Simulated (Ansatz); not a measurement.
# NaC (quartet): from Hartree-Fock to the top rungs at distance C1–Na2 = 2.229 Å, cc-pVTZ

Aim: climb from Hartree-Fock through coupled cluster and multireference methods for NaC (quartet) at one geometry and basis, and see what each rung misses.

The runs use Ansatz 0.2.0, Gaussian basis; cc-pVTZ, core rule «outside noble gas», up to 6 orbitals frozen.

To be run: UHF; CCSD(T) on ROHF; CCSD(T) on UHF; BCCD(T) on ROHF; CISD; CCSDT(Q) on ROHF; CCSDT(Q) on UHF; CASSCF and MRCISD+Q, 5 electrons in 5 orbitals; CASSCF and NEVPT2, 5 electrons in 5 orbitals; Full CI.

55 further runs of the same task are left out: 42 for a known fault of the program, 10 that didn't finish, 3 set aside as unsound or not needed.

### Step 1. What is computed

The geometry derives from a PBE0/def2-TZVP stationary point (not a proven minimum). One bond is set to the value named and the two fragments are kept rigid.

2 atoms, charge 0, spin multiplicity 4.

Atoms are counted from 1 here; the program's logs count them from 0.

Bond lengths: C1–Na2 2.229 Å.

### Step 2. UHF

Contents of in.yaml:

```yaml
crystal:
  periodic: [false, false, false]
  atoms:
    - {symbol: C, position_ang: [0.000000, 0.000000, 0.000000]}
    - {symbol: Na, position_ang: [0.000000, 0.000000, 2.228800]}
basis:
  gaussian: {orbitals: cc-pVTZ}
magnetization: {spin_polarized: true, initial_magnetization: 3}
hamiltonian: {xc: hf}
output: {orbitals: {seedname: orbitals}}
```

Command:

```
$ ansatz run in.yaml --threads 1 --pin off --events-out ev --progress --plain --max-ram 2393MiB
```

Further steps of the session: CCSD(T) on ROHF; CCSD(T) on UHF; BCCD(T) on ROHF; CISD; CCSDT(Q) on ROHF; CCSDT(Q) on UHF; CASSCF and MRCISD+Q, 5 electrons in 5 orbitals; CASSCF and NEVPT2, 5 electrons in 5 orbitals; Full CI.

**Question.** What will the summary of the whole plan be? Wanted: FCI from the RHF energy; RMP2 from FCI; UMP2 from FCI; RCCSD from FCI; RCCSD(T) from FCI; UCCSD(T) from FCI; RCCSDT(Q) from FCI; UCCSDT(Q) from FCI; NEVPT2 pair from FCI.

As calculated:

```
                         quantity                                                                             value
          FCI from the ROHF energy                                                                        -3.1305 eV
                    RMP2 from FCI                                                                   +13.34 kcal/mol
                    UMP2 from FCI                                                                   +13.02 kcal/mol
                   RCCSD from FCI                                                                    +2.94 kcal/mol
                RCCSD(T) from FCI                                                                    +0.49 kcal/mol
                UCCSD(T) from FCI                                                                    +0.44 kcal/mol
               RCCSDT(Q) from FCI                                                                    -0.01 kcal/mol
               UCCSDT(Q) from FCI                                                                    -0.06 kcal/mol
             NEVPT2 pair from FCI                                                                   +15.82 kcal/mol
           MRCISD+Q pair from FCI                                                                    +0.10 kcal/mol
levels within 1 kcal/mol (43 meV)  RCCSD(T), UCCSD(T), BCCD(T), RCCSDT, UCCSDT, RCCSDT(Q), UCCSDT(Q), MRCISD+Q pair
                    T1 diagnostic                                                                             0.021
   effectively unpaired electrons                                                                              3.02
```

What this shows: RCCSD(T) lands +0.49 kcal/mol from the yardstick (0.7 % of the correlation energy). UCCSDT(Q) falls below full CI: unrestricted runs freeze a spin-polarised core, another one than full CI's, and coupled cluster isn't variational. One determinant dominates. Of the multireference levels listed MRCISD+Q pair comes nearest in total energy (+0.10 kcal/mol), which doesn't show that its space is the better one. These misses are within one basis, not against nature; the frozen cores of restricted and unrestricted runs differ, which can shift their rows.

Levels on UHF freeze UHF's core orbitals, full CI those of ROHF, so the U rows can settle a little off it for that reason alone.

With open shells the CI space here admits some triples and quadruples, so it is larger than plain CISD.
